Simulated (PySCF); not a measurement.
Structure problem from calculated spectra and properties.

Formula: CH5B.

| Property | Result |
| --- | --- |
| NMR, other nuclei | isotropic shieldings of nuclei other than C and H, by class: 5 (1 B) ppm [GIAO PBE0/pcSseg-2] |
| UV, first state | lowest singlet excitation: 5.81 eV (213 nm, f = 0.000) [TDDFT CAM-B3LYP/aug-cc-pVTZ] |
| Rotational structure | rotational constants A, B, C: 96.118, 21.637, 19.744 GHz [PBE0-D3(BJ)/def2-TZVP] |
| Polarisability | 29.7 au [CAM-B3LYP/aug-cc-pVTZ] |
| 13C NMR | chemical shifts (computed TMS as zero) by class: 16.7 (1 C) ppm [GIAO PBE0/pcSseg-2] |
| Dipole | 0.66 D [CAM-B3LYP/aug-cc-pVTZ] |
| 1H NMR | chemical shifts (computed TMS as zero) by class: 8.04 (2 H), 1.37 (3 H) ppm [GIAO PBE0/pcSseg-2] |

Electronic properties: PySCF, gas phase, density fitting. Levels stand in brackets. Geometry: PBE0-D3(BJ)/def2-TZVP; no solvent, vibrations or thermal averaging. NMR classes are plain means over equivalent atoms (diastereotopic ones count apart unless rotation or inversion swaps them), as if these changed places fast.

**Question.** What is the compound? Reason from the data.

**Answer.** The one carbon: sp3 carbon bound to boron (16.7 ppm). Hydrogen classes from least to most shielded: 2 H on a three-coordinate boron (8.04 ppm), 3 H on an sp3 carbon bound to boron (1.37 ppm, a mean of values up to 0.9 ppm apart in this geometry). The other shieldings belong to: 5 ppm, three-coordinate boron. By its constants the optimised geometry is an asymmetric top. Structure: CH3BH2 (`BC`).
